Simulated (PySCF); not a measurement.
**C₃H₅FS: a tour of settings**

Which settings matter for C₃H₅FS (`FC[C@H]1CS1`), and how do bad ones show?

Programs: PySCF 2.14.0, with density-fitted response routines of our own. Each step states its level of theory. These are calculated values for one molecule, in the gas phase or a continuum, unless marked as measured. Atoms count from 0, in the outputs and in this text.

## Step 1: The molecule as given

10 atoms, charge 0, multiplicity 1; geometry from: GFN2-xTB.

Bonds of the start (Å): F0–C1 1.37, C1–C2 1.51, C2–C3 1.48, C3–S4 1.80, S4–C2 1.80, C1–H5 1.09, C1–H6 1.10, C2–H7 1.09, C3–H8 1.08, C3–H9 1.08.

## Step 2: Nuclear shieldings: PBE0/pcSseg-1

The job: settings as JSON, then the geometry in Å.

```
{"job": {"kind": "nmr", "xc": "PBE0", "basis": "pcSseg-1"}, "charge": 0, "multiplicity": 1}
F      1.557931     0.836496    -1.164657
C      1.235502     0.130797    -0.029753
C     -0.199892     0.396387     0.344633
C     -1.282964    -0.409554    -0.270726
S     -0.962404    -0.793342     1.459512
H      1.398170    -0.929247    -0.250023
H      1.921811     0.463720     0.756070
H     -0.413554     1.435379     0.574122
H     -2.234374     0.063355    -0.471927
H     -1.011344    -1.189335    -0.969779
```

With the program's defaults for keys left out, this is: GIAO PBE0/pcSseg-1 NMR shielding, non-relativistic, gas phase.

The run is started by

```
> OMP_NUM_THREADS=1 python probes_run.py task.json out
```

One launch serves the whole session: the jobs run in the order shown.

The log of the run:

```text
coarse grid: 9072 points
cycle   1  E = -614.8465936888  dE =  6.219e-01  |g| = 4.364e-01  |ddm| = 2.824e+00
cycle   2  E = -614.8259229784  dE =  2.067e-02  |g| = 6.016e-01  |ddm| = 7.205e-01
cycle   3  E = -614.8792946345  dE = -5.337e-02  |g| = 4.513e-02  |ddm| = 4.094e-01
cycle   4  E = -614.8796727156  dE = -3.781e-04  |g| = 1.875e-02  |ddm| = 5.744e-02
cycle   5  E = -614.8797508396  dE = -7.812e-05  |g| = 5.195e-03  |ddm| = 2.160e-02
cycle   6  E = -614.8797563148  dE = -5.475e-06  |g| = 2.385e-03  |ddm| = 7.741e-03
final grid: 83840 points
cycle   7  E = -614.9191029960  dE = -1.466e-05  |g| = 1.120e-02  |ddm| = 2.340e-02
cycle   8  E = -614.9190545224  dE =  4.847e-05  |g| = 1.765e-02  |ddm| = 2.684e-02
cycle   9  E = -614.9191340841  dE = -7.956e-05  |g| = 7.241e-04  |ddm| = 1.769e-02
cycle  10  E = -614.9191342088  dE = -1.247e-07  |g| = 2.081e-04  |ddm| = 8.831e-04
cycle  11  E = -614.9191342178  dE = -9.062e-09  |g| = 5.082e-05  |ddm| = 1.627e-04
cycle  12  E = -614.9191342182  dE = -3.737e-10  |g| = 2.200e-05  |ddm| = 4.502e-05
converged SCF energy = -614.9191342182

GIAO shielding tensors (ppm)
atom      isotropic    diamagn.    paramagn.     s11        s22        s33       span
  0 F      401.050     471.771     -70.720    355.655    393.383    454.113     98.458
  1 C       95.278     239.536    -144.258     58.150     82.032    145.652     87.501
  2 C      153.986     251.651     -97.665    114.697    161.978    185.283     70.586
  3 C      159.234     251.672     -92.438    131.390    162.693    183.620     52.230
  4 S      749.456    1054.962    -305.506    315.935    810.015   1122.419    806.483
  5 H       27.925      28.274      -0.350     22.896     29.513     31.366      8.470
  6 H       26.349      27.640      -1.291     20.956     27.826     30.266      9.310
  7 H       28.643      29.951      -1.308     22.039     26.288     37.603     15.564
  8 H       29.177      29.121       0.056     23.143     25.100     39.288     16.145
  9 H       29.537      29.965      -0.428     24.159     25.944     38.508     14.349
```

It took 11 s on 1 thread of Intel Xeon Platinum 8488C, shared host; peak memory 0.52 GiB.

Shifts follow as δ = σ(reference) − σ, with reference shieldings (ppm) from runs at the same level and on the same kind of geometry: ¹H TMS 31.72, ¹³C TMS 186.9, ¹⁹F CFCl3 170.9, ³³S CS2 504. The references are single molecules in the gas phase, so shifts against H2O, NH3, PH3, H3PO4 or CFCl3 are not on the usual liquid scales and can be off by tens of ppm.

```csv
atoms,environment,σ (ppm),δ (ppm),δ scaled to CDCl3
C1,sp3 CH2 bonded to F,95.3,91.6,87.5
C2,thiirane ring carbon,154.0,32.9,25.8
C3,thiirane ring carbon,159.2,27.7,20.7
H6,hydrogen on an sp3 CH2 bonded to F,26.35,5.37,5.17
H5,hydrogen on an sp3 CH2 bonded to F,27.93,3.79,3.68
H7,hydrogen on a thiirane ring carbon,28.64,3.07,3.00
H8,hydrogen on a thiirane ring carbon,29.18,2.54,2.50
H9,hydrogen on a thiirane ring carbon,29.54,2.18,2.16
F0,fluorine on an sp3 carbon,401.1,-230.1,–
S4,sulfide sulfur,749,-246,–
```

The scaled column applies a straight-line fit of computed shieldings to shifts measured in CDCl3, with any fitted terms for Cl, Br or S neighbours, and one for carbons that bear F (root-mean-square error 0.16 ppm for H, 1.9 ppm for C).

Charges from the same density, by scheme (e):

| atoms | Mulliken | IAO | Hirshfeld | ESP fit |
| --- | --- | --- | --- | --- |
| F0 | -0.34 | -0.33 | -0.13 | -0.25 |
| C1 | 0.27 | 0.04 | 0.02 | 0.18 |
| C2 | -0.38 | -0.18 | -0.04 | -0.13 |
| C3 | -0.20 | -0.32 | -0.07 | -0.23 |
| S4 | -0.06 | 0.00 | -0.05 | -0.17 |

Mayer bond orders: F0–C1 0.90, C1–C2 0.99, C2–C3 0.95, C3–S4 0.95, S4–C2 0.96.

Ring of atoms C2, C3, S4: NICS(0) -48.0, NICS(1) -8.9, NICS(1)zz -23.6 ppm (means of both faces).

In rings of three or four atoms NICS is ruled by the nearby σ bonds, so it says little on aromaticity.

The fields below are evaluated on a grid from the run's orbitals.

Frontier orbitals at PBE0/pcSseg-1, with the share of their density that lies nearest to each atom:

```csv
orbital,energy (eV),lies on
HOMO,-6.90,S4 84 %
LUMO,0.06,"S4 47 %; C2, C3 about 17 % each"
```

ELF in a plane through or near 4 of the atoms.

Values, 10 rows by 14 columns:
```
0.00 0.00 0.00 0.00 0.00 0.00 0.00 0.00 0.00 0.00 0.00 0.00 0.00 0.00
0.00 0.00 0.00 0.00 0.00 0.00 0.00 0.00 0.00 0.00 0.00 0.00 0.00 0.00
0.00 0.00 0.00 0.00 0.00 0.00 0.08 0.11 0.03 0.11 0.08 0.00 0.00 0.00
0.00 0.00 0.01 0.60 0.79 0.04 0.39 0.66 0.14 0.17 0.10 0.01 0.00 0.00
0.00 0.00 0.21 0.91 0.99 0.70 0.76 0.33 0.47 0.29 0.23 0.04 0.00 0.00
0.00 0.00 0.01 0.08 0.52 0.68 0.80 0.56 0.36 0.30 0.73 0.24 0.00 0.00
0.00 0.00 0.00 0.01 0.12 0.76 0.42 0.10 0.98 0.98 0.31 0.03 0.00 0.00
0.00 0.00 0.00 0.00 0.01 0.16 0.05 0.16 0.99 0.99 0.40 0.00 0.00 0.00
0.00 0.00 0.00 0.00 0.00 0.00 0.00 0.00 0.17 0.19 0.01 0.00 0.00 0.00
0.00 0.00 0.00 0.00 0.00 0.00 0.00 0.00 0.00 0.00 0.00 0.00 0.00 0.00
```
The map spans 9.5 Å across and 8.0 Å up, centred on the molecule. Atoms in the plane (x, y in Å): C1 (-1.2, -0.1), C2 (0.1, 0.5), C3 (1.3, -0.3), H9 (1.2, -1.4).

On the surface of density 0.002 e/bohr³ the electrostatic potential runs, from the 1st to the 99th percentile, from -0.94 V near F0 to 1.08 V near H9.

## Step 3: TDDFT and polarisability: PBE0/def2-SVPD

Same as in step 2 but for these lines:

```diff
@@ -1,2 +1,2 @@
-{"job": {"kind": "nmr", "xc": "PBE0", "basis": "pcSseg-1"}, "charge": 0, "multiplicity": 1}
+{"job": {"kind": "uv", "xc": "PBE0", "basis": "def2-SVPD", "nstates": 6, "ntriplets": 2}, "charge": 0, "multiplicity": 1}
 F      1.557931     0.836496    -1.164657
```

With the program's defaults for keys left out, this is: TDDFT PBE0/def2-SVPD, vertical, gas phase, core orbitals frozen in the response.

The log of the run:

```text
coarse grid: 9072 points
cycle   1  E = -614.5988095560  dE =  5.783e-01  |g| = 3.899e-01  |ddm| = 4.749e+00
cycle   2  E = -614.5774951571  dE =  2.131e-02  |g| = 5.536e-01  |ddm| = 1.053e+00
cycle   3  E = -614.6273971029  dE = -4.990e-02  |g| = 4.506e-02  |ddm| = 4.772e-01
cycle   4  E = -614.6277764039  dE = -3.793e-04  |g| = 1.655e-02  |ddm| = 9.057e-02
cycle   5  E = -614.6278449145  dE = -6.851e-05  |g| = 4.373e-03  |ddm| = 4.041e-02
cycle   6  E = -614.6278491057  dE = -4.191e-06  |g| = 1.628e-03  |ddm| = 1.439e-02
final grid: 83840 points
cycle   7  E = -614.6945021218  dE = -1.325e-05  |g| = 1.034e-02  |ddm| = 6.531e-02
cycle   8  E = -614.6944585411  dE =  4.358e-05  |g| = 1.634e-02  |ddm| = 4.095e-02
cycle   9  E = -614.6945295733  dE = -7.103e-05  |g| = 7.717e-04  |ddm| = 2.767e-02
cycle  10  E = -614.6945297312  dE = -1.579e-07  |g| = 2.149e-04  |ddm| = 2.070e-03
cycle  11  E = -614.6945297407  dE = -9.469e-09  |g| = 5.284e-05  |ddm| = 3.296e-04
cycle  12  E = -614.6945297410  dE = -3.652e-10  |g| = 2.563e-05  |ddm| = 9.029e-05
converged SCF energy = -614.6945297410

Static polarisability (au): isotropic 55.751, principal 48.173 54.360 64.719

Singlet excitations
state   eV       nm        f      main configurations
  1   4.9509    250.4   0.00000   H->L 0.98
  2   6.2588    198.1   0.02480   H->L+1 0.85, H->L+2 0.13
  3   6.5869    188.2   0.03053   H->L+2 0.84, H->L+1 0.13
  4   6.8665    180.6   0.04160   H->L+3 0.96
  5   7.2970    169.9   0.00714   H->L+4 0.93
  6   7.7345    160.3   0.01333   H->L+5 0.94

Triplet excitations (Tamm-Dancoff, eV): 4.4735 5.6101
```

Wall time 13 s (1 thread of Intel Xeon Platinum 8488C, shared host); peak memory 0.63 GiB.

The orbitals next to the gap, with their largest atomic shares:

```
orbital      eV                      atoms
 HOMO−3  -10.16  F0 35 %, C1 20 %, C2 15 %
 HOMO−2   -9.40  S4 43 %, C2 24 %, C3 13 %
 HOMO−1   -9.35  C3 27 %, S4 27 %, C2 17 %
   HOMO   -6.94    S4 74 %, C3 9 %, C2 9 %
   LUMO   -0.21  S4 55 %, C3 16 %, C2 16 %
 LUMO+1    0.60    S4 53 %, C3 9 %, C1 6 %
 LUMO+2    0.88   S4 42 %, C3 11 %, H8 9 %
```

With each of the 6 states as a Gaussian band of 0.4 eV half-width at 1/e, the curve within the window shown has maxima at 185 nm (ε 2,900) L/(mol cm). Beyond the last state computed it falls off for lack of states. The curve at chosen wavelengths:

| nm | ε (L/mol/cm) |
| --- | --- |
| 154 | 318 |
| 159 | 607 |
| 164 | 727 |
| 170 | 1079 |
| 175 | 1839 |
| 180 | 2610 |
| 185 | 2887 |
| 190 | 2647 |
| 196 | 2018 |
| 201 | 1410 |
| 206 | 852 |
| 211 | 437 |
| 216 | 190 |
| 222 | 57 |
| 227 | 18 |
| 232 | 5 |
| 237 | 1 |
| 242 | 0 |
| 248 | 0 |
| 253 | 0 |
| 258 | 0 |
| 263 | 0 |
| 268 | 0 |
| 274 | 0 |
| 279 | 0 |
| 284 | 0 |

Leading natural transition orbitals of singlet state 4: the hole lies on S4 83 %; the particle on H5, H9 about 25 % each; H7 17 %; S4 13 %.

Leading natural transition orbitals of singlet state 1: the hole lies on S4 83 %; the particle on S4 50 %; C2, C3 about 16 % each.

Ground-state properties from the same run:

```
           property  computed
  dipole moment (D)      0.45
polarisability (Å³)      8.26
 HOMO–LUMO gap (eV)      6.74
      −ε(HOMO) (eV)      6.94
```

## Step 4: Indirect couplings: PBE0/def2-TZVP

Same as in step 3 but for these lines:

```diff
@@ -1,2 +1,2 @@
-{"job": {"kind": "uv", "xc": "PBE0", "basis": "def2-SVPD", "nstates": 6, "ntriplets": 2}, "charge": 0, "multiplicity": 1}
+{"job": {"kind": "j", "xc": "PBE0", "basis": "def2-TZVP", "scf": {"guess": "random", "max_cycle": 2}}, "charge": 0, "multiplicity": 1}
 F      1.557931     0.836496    -1.164657
```

With the program's defaults for keys left out, this is: PBE0/def2-TZVP indirect spin-spin coupling, non-relativistic, gas phase.

The log of the run:

```text
start from random orthonormal orbitals
final grid: 83840 points
cycle   1  E = -483.5224185296  dE = -3.963e+02  |g| = 2.982e+01  |ddm| = 1.989e+03
cycle   2  E = -420.8817754293  dE =  6.264e+01  |g| = 1.565e+01  |ddm| = 4.297e+01
SCF not converged, last energy = -420.8817754293
```

Wall time 4 s (1 thread of Intel Xeon Platinum 8488C, shared host); peak memory 0.7 GiB.

Diagnosis: The cap of 2 cycles ended the SCF at a gradient of 1.6e+01. The remedy is to raise the cap. Numbers printed on the way are no properties of the molecule.

## Step 5: NMR shieldings: PBE0/6-311+G(2d,p) in chloroform

Same as in step 4 but for these lines:

```diff
@@ -1,2 +1,2 @@
-{"job": {"kind": "j", "xc": "PBE0", "basis": "def2-TZVP", "scf": {"guess": "random", "max_cycle": 2}}, "charge": 0, "multiplicity": 1}
+{"job": {"kind": "nmr", "xc": "PBE0", "basis": "6-311+G(2d,p)", "solvent": "chloroform", "pop": true, "grid": 3, "scf": {"guess": "sap"}}, "charge": 0, "multiplicity": 1}
 F      1.557931     0.836496    -1.164657
```

Method: GIAO PBE0/6-311+G(2d,p) NMR shielding, non-relativistic, IEF-PCM chloroform.

The log of the run:

```text
final grid: 124536 points
cycle   1  E = -601.7622434293  dE =  9.341e+00  |g| = 5.186e+00  |ddm| = 7.455e+02
cycle   2  E = -577.6871720213  dE =  2.408e+01  |g| = 1.143e+01  |ddm| = 7.432e+02
cycle   3  E = -607.0660648764  dE = -2.938e+01  |g| = 5.112e+00  |ddm| = 1.515e+01
cycle   4  E = -605.4027254786  dE =  1.663e+00  |g| = 5.008e+00  |ddm| = 6.287e+00
cycle   5  E = -614.1944650037  dE = -8.792e+00  |g| = 1.773e+00  |ddm| = 5.542e+00
cycle   6  E = -614.9577261343  dE = -7.633e-01  |g| = 5.624e-01  |ddm| = 2.114e+00
cycle   7  E = -615.0163709275  dE = -5.864e-02  |g| = 3.405e-01  |ddm| = 6.092e-01
cycle   8  E = -615.0429068716  dE = -2.654e-02  |g| = 5.471e-02  |ddm| = 3.107e-01
cycle   9  E = -615.0434279843  dE = -5.211e-04  |g| = 2.629e-02  |ddm| = 8.242e-02
cycle  10  E = -615.0435783987  dE = -1.504e-04  |g| = 9.490e-03  |ddm| = 3.385e-02
cycle  11  E = -615.0435962748  dE = -1.788e-05  |g| = 2.322e-03  |ddm| = 8.436e-03
cycle  12  E = -615.0435974822  dE = -1.207e-06  |g| = 6.060e-04  |ddm| = 2.773e-03
cycle  13  E = -615.0435975595  dE = -7.735e-08  |g| = 1.639e-04  |ddm| = 6.673e-04
cycle  14  E = -615.0435975662  dE = -6.696e-09  |g| = 3.266e-05  |ddm| = 3.321e-04
cycle  15  E = -615.0435975666  dE = -3.225e-10  |g| = 7.214e-06  |ddm| = 9.538e-05
converged SCF energy = -615.0435975666

GIAO shielding tensors (ppm)
atom      isotropic    diamagn.    paramagn.     s11        s22        s33       span
  0 F      406.021     463.929     -57.908    369.229    390.836    457.998     88.768
  1 C       98.949     241.188    -142.239     62.065     84.428    150.355     88.289
  2 C      155.576     242.398     -86.822    116.001    165.438    185.291     69.290
  3 C      161.863     247.606     -85.743    133.603    167.762    184.224     50.620
  4 S      758.886    1055.242    -296.356    346.200    809.055   1121.404    775.204
  5 H       27.955      29.017      -1.062     22.927     29.435     31.502      8.575
  6 H       26.485      28.288      -1.803     21.214     28.126     30.113      8.899
  7 H       28.575      28.385       0.189     22.247     26.134     37.343     15.096
  8 H       29.221      29.792      -0.571     23.258     25.242     39.164     15.906
  9 H       29.525      30.478      -0.953     24.222     25.836     38.518     14.295
```

Wall time 28 s (1 thread of Intel Xeon Platinum 8488C, shared host); peak memory 0.74 GiB.

In short: σ C1 98.9, C2 155.6, C3 161.9, F0 406.0, H6 26.48, H5 27.95 ppm.

## Step 6: Nuclear shieldings: B97-2/MINI

Same as in step 5 but for these lines:

```diff
@@ -1,2 +1,2 @@
-{"job": {"kind": "nmr", "xc": "PBE0", "basis": "6-311+G(2d,p)", "solvent": "chloroform", "pop": true, "grid": 3, "scf": {"guess": "sap"}}, "charge": 0, "multiplicity": 1}
+{"job": {"kind": "nmr", "xc": "B97-2", "basis": "MINI", "pop": true}, "charge": 0, "multiplicity": 1}
 F      1.557931     0.836496    -1.164657
```

Level: GIAO B97-2/MINI NMR shielding, non-relativistic, gas phase.

The log of the run:

```text
coarse grid: 9072 points
cycle   1  E = -611.5430033719  dE =  6.026e-01  |g| = 3.339e-01  |ddm| = 4.745e+00
cycle   2  E = -611.5414748975  dE =  1.528e-03  |g| = 3.819e-01  |ddm| = 1.322e+00
cycle   3  E = -611.5901310816  dE = -4.866e-02  |g| = 3.430e-02  |ddm| = 6.807e-01
cycle   4  E = -611.5904610118  dE = -3.299e-04  |g| = 1.615e-02  |ddm| = 9.153e-02
cycle   5  E = -611.5905607948  dE = -9.978e-05  |g| = 2.206e-03  |ddm| = 3.551e-02
cycle   6  E = -611.5905627203  dE = -1.926e-06  |g| = 8.715e-04  |ddm| = 5.913e-03
final grid: 83840 points
cycle   7  E = -611.6246032508  dE = -4.496e-06  |g| = 4.047e-03  |ddm| = 1.474e-02
cycle   8  E = -611.6246004959  dE =  2.755e-06  |g| = 4.816e-03  |ddm| = 1.544e-02
cycle   9  E = -611.6246088334  dE = -8.338e-06  |g| = 4.802e-04  |ddm| = 9.223e-03
cycle  10  E = -611.6246089265  dE = -9.309e-08  |g| = 3.142e-05  |ddm| = 9.501e-04
cycle  11  E = -611.6246089269  dE = -4.270e-10  |g| = 5.454e-06  |ddm| = 8.270e-05
converged SCF energy = -611.6246089269

GIAO shielding tensors (ppm)
atom      isotropic    diamagn.    paramagn.     s11        s22        s33       span
  0 F      459.858     456.022       3.836    350.117    478.460    550.996    200.879
  1 C      152.053     237.776     -85.723    128.262    140.303    187.595     59.333
  2 C      208.806     234.438     -25.632    177.698    205.171    243.550     65.852
  3 C      203.592     242.778     -39.186    173.698    200.635    236.442     62.744
  4 S      785.928    1049.263    -263.335    247.729    889.770   1220.286    972.557
  5 H       27.592      24.300       3.292     21.829     27.938     33.010     11.181
  6 H       26.376      25.208       1.168     20.216     25.622     33.290     13.074
  7 H       28.435      25.378       3.057     20.845     25.490     38.971     18.125
  8 H       28.669      27.080       1.589     23.065     23.219     39.722     16.658
  9 H       29.131      25.294       3.837     23.608     25.516     38.270     14.662
```

Run time: 2.3 s. Hardware: 1 thread of Intel Xeon Platinum 8488C, shared host; peak memory 0.3 GiB.

This run: δ C1 72.3, C3 20.7, C2 15.5, F0 -226.9, H6 4.39, H5 3.17 ppm.

## Step 7: Comparing the runs: NMR shifts

Isotropic shieldings (ppm) of some atoms, chosen among heavy atoms and hydrogens apart, with basis size and wall time:

```csv
run,C1,C2,C3,H8,H9,F0,S4,functions,time
PBE0/pcSseg-1,95.3,154.0,159.2,29.18,29.54,401.1,749,117,11 s
"PBE0/6-311+G(2d,p) in chloroform",98.9,155.6,161.9,29.22,29.53,406.0,759,173,28 s
B97-2/MINI,152.1,208.8,203.6,28.67,29.13,459.9,786,34,2.3 s
```

## Step 8: Outcome

| quantity | value |
| --- | --- |
| ¹³C shifts against TMS (PBE0/pcSseg-1) | 91.6, 32.9, 27.7 ppm |
| ¹H shifts against TMS (PBE0/pcSseg-1) | 5.37, 3.79, 3.07, 2.54, 2.18 ppm |
| ¹⁹F shifts against CFCl3 (PBE0/pcSseg-1) | -230.1 ppm |
| ³³S shifts against CS2 (PBE0/pcSseg-1) | -246 ppm |
| surface potential, 1st and 99th percentile | -0.94 V and 1.08 V |
| lowest singlet (PBE0/def2-SVPD) | 4.95 eV (250 nm), f = 0.000 |
| brightest single state of those computed | state 4, 6.87 eV, f = 0.042 |
| lowest triplet | 4.47 eV |
| range of the shielding of F0 | 401.1 to 459.9 ppm |
| property runs in this session | 5, of which 1 failed and 1 gave unsound results |

What this shows: Single values in the summary come from the first run of each kind that ended normally (PBE0/pcSseg-1; PBE0/def2-SVPD), which need not be the best level. The most deshielded carbon is C1 (sp3 CH2 bonded to F), at 91.6 ppm: pulled downfield by the heteroatom. At PBE0/pcSseg-1: The widest tensor belongs to S4: span 806 ppm, with a paramagnetic part of -306 ppm. The lowest singlet, at 4.95 eV, is HOMO→LUMO 0.98 and is dark; of the 6 states computed, the strongest absorption comes from state 4 at 6.87 eV. The lowest triplet lies 0.48 eV below the lowest singlet (triplets in Tamm-Dancoff, singlets in full TDDFT). Across the 3 runs the shielding of F0 moves most, between 401.1 (PBE0/pcSseg-1) and 459.9 ppm (B97-2/MINI). A minimal basis is unusable for shieldings, so that end is no result.
